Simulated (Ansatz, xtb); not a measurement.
System: C3H5, net charge -1, singlet state. It need not be the lowest isomer of its formula. Whether it binds its extra electron was not tested at this geometry. SMILES: [CH-]=CC
Structure (B3LYP-D3(BJ)/def2-TZVP (Ansatz, a program for electronic structure) minimum search):
```
C
C 1 1.3449
H 1 1.1112 2 125.25
H 2 1.1151 1 108.96 3 0.00
C 1 1.5171 3 111.62 2 180.00
H 5 1.0945 1 108.73 3 -180.00
H 5 1.1027 6 108.26 1 -122.75
H 5 1.1027 6 108.26 7 -114.50
```
Charge -1, spin multiplicity 1.

Harmonic wavenumbers from GFN2-xTB (xtb, at its own minimum), cm⁻¹: 194, 432, 597, 938, 961, 974, 1044, 1176, 1335, 1383, 1516, 1518, 1560, 2195, 2362, 2787, 2835, 2969.

Task: Give the harmonic wavenumbers at B3LYP-D3(BJ)/def2-TZVP (Ansatz, finite differences of forces, unscaled).

Result: 211, 467, 595, 890, 964, 996, 1058, 1159, 1301, 1355, 1469, 1475, 1552, 2750, 2829, 2917, 2929, 3042 cm⁻¹. Zero-point energy 40.0 kcal/mol.

Task: From these and the geometry, give the ideal-gas thermochemistry at 298.15 K and 1 atm (rigid rotor, harmonic oscillator).

Result: Point group Cs, rotational symmetry number 1. Rotational constants 53.36, 9.602, 8.569 GHz. S(trans) 37.07, S(rot) 21.82, S(vib) 3.79, S(elec, spin only) 0.00, S 62.7 cal/(mol K). H(298) - H(0) 3.11 kcal/mol; G - E(el) 24.4 kcal/mol.
